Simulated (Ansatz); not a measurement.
Total energies of AlH$_{4}$NO, SMILES `[NH2][AlH][OH]`.

Z-matrix (Å, degrees):
```
N
Al 1 1.760
H 1 1.006 2 124.3
H 1 1.007 2 125.1 3 -180.0
O 2 1.698 1 116.8 3 -180.0
H 2 1.579 1 120.8 3 -0.0
H 5 0.955 2 123.2 1 180.0
```

Total charge 0; spin multiplicity 1. Geometry: relaxed with PBE0-D4/def2-TZVP. It is one conformer, not always the lowest. Basis def2-TZVPP, Ansatz.

RPA on PBE orbitals: Hartree–Fock energy of these orbitals -373.69052 Eh, correlation -0.86904 Eh (frozen core).

| functional | energy without D4 (Eh) | D4 term (kJ/mol) |
| --- | --- | --- |
| LDA (SPW92) | -372.90554 | – |
| PBE | -374.68149 | -8.5 |
| revPBE | -374.87244 | -26.1 |
| BLYP | -374.94561 | -18.9 |
| B97M-V | -374.88294 | – |
| PBE0 | -374.70882 | -7.1 |
| B3LYP | -375.00227 | -13.8 |
| r2SCANh | -374.86739 | -2.1 |
| r2SCAN0 | -374.85331 | -2.4 |
| BHLYP | -374.90667 | -10.6 |
| CAM-B3LYP | -374.93401 | -7.2 |
| ωB97X-V | -374.88713 | – |
| ωB97M-V | -374.90834 | – |
| B2PLYP | -374.76713 | – |

**Question.** Give the same for r2SCAN, HSE06 (plane-wave form), LC-ωPBE, PBE-QIDH. (Estimate.)

**Answer.** Computed: 
```json
{"functional": "r2SCAN", "energy without D4 (Eh)": "-374.87721", "D4 term (kJ/mol)": "-2.0"}
{"functional": "HSE06 (plane-wave form)", "energy without D4 (Eh)": "-374.69626", "D4 term (kJ/mol)": "-6.6"}
{"functional": "LC-ωPBE", "energy without D4 (Eh)": "-374.81448", "D4 term (kJ/mol)": "–"}
{"functional": "PBE-QIDH", "energy without D4 (Eh)": "-374.60715", "D4 term (kJ/mol)": "–"}
```

B3LYP takes the VWN-RPA correlation (the form of Gaussian; ORCA's B3LYP/G). HSE06 is the plane-wave form, built on full-range PBE exchange. The double hybrids freeze the cores in their second-order part.

LC-ωPBE has ω = 0.4 bohr⁻¹.
